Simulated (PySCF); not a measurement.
Choosing a basis for TDDFT

C3H6.
Atom-mapped SMILES: `[CH2:1]=[CH:2][CH3:3]` (hydrogens: H4, H5 on C1; H6 on C2; H7, H8, H9 on C3)

TDDFT with PBE0 (PySCF), vertical singlets, core orbitals frozen in the response, spherical d and f functions. Isolated species at its PBE0-D3(BJ)/def2-SVP geometry, gas phase.

```
      basis  functions  diffuse  S1 (eV)  S2 (eV)  S3 (eV)  S4 (eV)  S5 (eV)  LUMO (eV)  α (au)
     6-31G*         54       no     8.00     8.51     8.94     9.30     9.40       0.96    31.6
    6-31+G*         66      yes     6.77     7.23     7.32     7.35     8.11       0.35    36.8
   def2-SVP         72       no     7.85     8.17     8.33     8.68     9.12       0.65    33.4
  def2-SVPD        108      yes     7.13     7.51     7.86     7.92     8.18       0.38    39.7
aug-cc-pVDZ        123      yes     6.34     6.87     6.96     7.09     7.49       0.07    40.9
  def2-TZVP        129       no     7.49     7.66     8.15     8.30     8.61       0.41    38.1
 def2-TZVPD        165      yes     6.71     7.35     7.37     7.41     8.12       0.33    40.8
aug-cc-pVTZ        276      yes     6.35     6.85     6.93     7.05     7.44       0.03    41.1
```

Problem. Compare the sets with the largest diffuse one.

Solution. States are compared by their number. Against the largest diffuse basis here (aug-cc-pVTZ, itself not a converged limit), sets without diffuse functions differ by up to 1.65 eV in S1 and 1.96 eV in S5; the smaller diffuse sets differ by up to 0.79 and 0.74 eV. State by state, the largest deviation of a set without diffuse functions is S1 1.65, S2 1.66, S3 2.01, S4 2.26, S5 1.96 eV. The same number needn't mean the same state in each row. Against aug-cc-pVTZ the polarisability deviates by -23% in 6-31G*, -10% in 6-31+G*, -19% in def2-SVP, -3% in def2-SVPD, 0% in aug-cc-pVDZ, -7% in def2-TZVP, -1% in def2-TZVPD. A single + in a Pople set puts diffuse functions on heavy atoms only.
